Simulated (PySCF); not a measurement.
## Working out the ionisation energy of Ne

Ne [Ne] (1S) → Ne+ [He] 2s2 2p5 (2P). Computed with PySCF 2.14 in cc-pVDZ-DK, with scalar relativity by spin-free X2C-1e. Frozen: 1s2. Energies in hartree (1 hartree = 27.21139 eV):

```tsv
part	Ne (lower)	Ne+ (upper)
UHF	-128.625186	-127.903198
CCSD correlation	-0.189203	-0.144239
(T)	-0.001047	-0.001024
```

**Question.** What does Hartree-Fock give?

**Answer.** (-127.903198) − (-128.625186) = 0.721988 hartree = 19.646 eV.

**Question.** What do CCSD and CCSD(T) give?

**Answer.** The CCSD correlation energies differ by 0.044964 hartree = 1.224 eV and the triples by 0.000023 hartree = 0.001 eV, so CCSD gives 20.870 eV and CCSD(T) 20.871 eV.

Measured between the centres of the two terms (NIST): 21.597 eV, so CCSD(T) (valence) is off by -0.726 eV.

A double-zeta basis recovers only part of the correlation energy.

What remains against the reference includes basis incompleteness, the frozen core and higher excitations.
